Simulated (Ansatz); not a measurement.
```yaml
crystal:
  periodic: [false, false, false]
  atoms:
    - {symbol: N, position_ang: [0.000000, 0.000000, -1.728354]}
    - {symbol: Si, position_ang: [0.000000, 0.000000, -0.142197]}
    - {symbol: S, position_ang: [0.000000, 0.000000, 1.870551]}
basis:
  gaussian: {orbitals: def2-TZVP}
magnetization: {spin_polarized: true, initial_magnetization: 1}
hamiltonian: {xc: pbe0}
relax: {f_tol: 0.004, max_steps: 80}
```

```sh
$ ansatz run in.yaml --threads 1 --pin off --events-out ev --progress --plain --max-ram 2176MiB
```

Steps of the relaxation (energy above the last step; positions in Å, forces in eV/Å):

```
3
step 1, 145.2 meV
N     0.000    0.000   -1.728    0.000    0.000   -1.852
Si    0.000    0.000   -0.142    0.000    0.000    3.992
S     0.000    0.000    1.871    0.000    0.000   -2.140
```

```
3
step 2, 21.7 meV
N     0.000    0.000   -1.705    0.000    0.000   -1.091
Si    0.000    0.000   -0.099    0.000    0.000    0.366
S     0.000    0.000    1.804    0.000    0.000    0.725
```

```
3
step 3, 0.5 meV
N     0.000    0.000   -1.727    0.000    0.000   -0.203
Si    0.000    0.000   -0.099    0.000    0.000    0.188
S     0.000    0.000    1.825    0.000    0.000    0.015
```

```
3
step 4, 0.0 meV
N     0.000    0.000   -1.730    0.000    0.000   -0.005
Si    0.000    0.000   -0.097    0.000    0.000    0.002
S     0.000    0.000    1.827    0.000    0.000    0.003
```

```
3
step 5, 0.0 meV
N     0.000    0.000   -1.730    0.000    0.000    0.000
Si    0.000    0.000   -0.097    0.000    0.000    0.001
S     0.000    0.000    1.827    0.000    0.000   -0.001
```

Close pairs at the end: N1–Si2 1.633 Å, Si2–S3 1.924 Å.

A stationary point of unrestricted PBE0 after 5 steps, with ⟨S²⟩ = 0.762 against 0.75 for a pure state; no frequencies were run, so it isn't proven a minimum. 21 s on 1 thread of Arm Neoverse V2, shared host.
